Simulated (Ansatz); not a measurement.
# Si2H4O (SMILES O=[SiH][SiH3]): one structure at several levels

An exercise on one series of results from a longer session: the logs are not shown, and one member is left open.

Computed with Ansatz 0.2.0, Gaussian basis. Level: single points in def2-TZVPP.

Cores are frozen in the correlated methods.

## Where the work starts

7 atoms, charge 0, spin multiplicity 1.

Atoms are counted from 1 here; the program's logs count them from 0.

Bond lengths: O1–Si2 1.507 Å, Si2–Si3 2.341 Å, Si2–H4 1.402 Å, Si3–H5 1.462 Å, Si3–H6 1.508 Å, Si3–H7 1.453 Å. Angles: O1–Si2–Si3 123.6°, O1–Si2–H4 124.9°, Si3–Si2–H4 111.4°, Si2–Si3–H5 109.0°, Si2–Si3–H6 110.9°, Si2–Si3–H7 113.4°, H5–Si3–H6 105.8°, H5–Si3–H7 109.6°, H6–Si3–H7 107.9°.

Geometry (Å):

| atom | x (Å) | y (Å) | z (Å) |
| --- | --- | --- | --- |
| O1 | -0.8414 | -1.9622 | 1.3925 |
| Si2 | -0.7208 | -1.1592 | 0.1228 |
| Si3 | 0.5416 | 0.8049 | -0.0522 |
| H4 | -1.2865 | -1.5168 | -1.1097 |
| H5 | 0.4271 | 1.3250 | -1.4142 |
| H6 | -0.0126 | 1.8827 | 0.8458 |
| H7 | 1.9432 | 0.6210 | 0.2832 |

The first run:

Input file run/in.yaml:

```yaml
crystal:
  periodic: [false, false, false]
  atoms:
    - {symbol: O, position_ang: [-0.841400, -1.962200, 1.392500]}
    - {symbol: Si, position_ang: [-0.720800, -1.159200, 0.122800]}
    - {symbol: Si, position_ang: [0.541600, 0.804900, -0.052200]}
    - {symbol: H, position_ang: [-1.286500, -1.516800, -1.109700]}
    - {symbol: H, position_ang: [0.427100, 1.325000, -1.414200]}
    - {symbol: H, position_ang: [-0.012600, 1.882700, 0.845800]}
    - {symbol: H, position_ang: [1.943200, 0.621000, 0.283200]}
basis:
  gaussian: {orbitals: def2-TZVPP}
correlation: {method: ccsd_t}
output: {forces: true}
```

No record of the launch command was kept for these runs.

Steps of the session up to this table: CCSD(T)/def2-TZVPP; PBE0-D4/def2-TZVPP; wB97M-V/def2-TZVPP; r2SCAN-D4/def2-TZVPP; PBE-D4/def2-TZVPP; BLYP-D4/def2-TZVPP; BHLYP-D4/def2-TZVPP.

One table of the session follows, with a row left open; its other results are not shown here.

| method | RMS force component (eV/Å) | angle to CCSD(T) forces (°) | dipole (D) |
| --- | --- | --- | --- |
| CCSD(T) | 0.686 | reference | 3.50 |
| PBE0-D4 | 0.661 | 17.5 | 3.65 |
| wB97M-V | 0.615 | 15.7 | 3.70 |
| r2SCAN-D4 | 0.680 | 9.0 | 3.49 |
| PBE-D4 | 0.806 | 10.3 | 3.34 |
| BLYP-D4 | 0.779 | 9.8 | 3.37 |
| BHLYP-D4 | ? | ? | ? |

**Question.** Estimate the row for BHLYP-D4.

**Answer.** RMS force component (eV/Å): 0.609; angle to CCSD(T) forces (°): 41.0; dipole (D): 3.96. In the column «RMS force component (eV/Å)» it is the lowest.
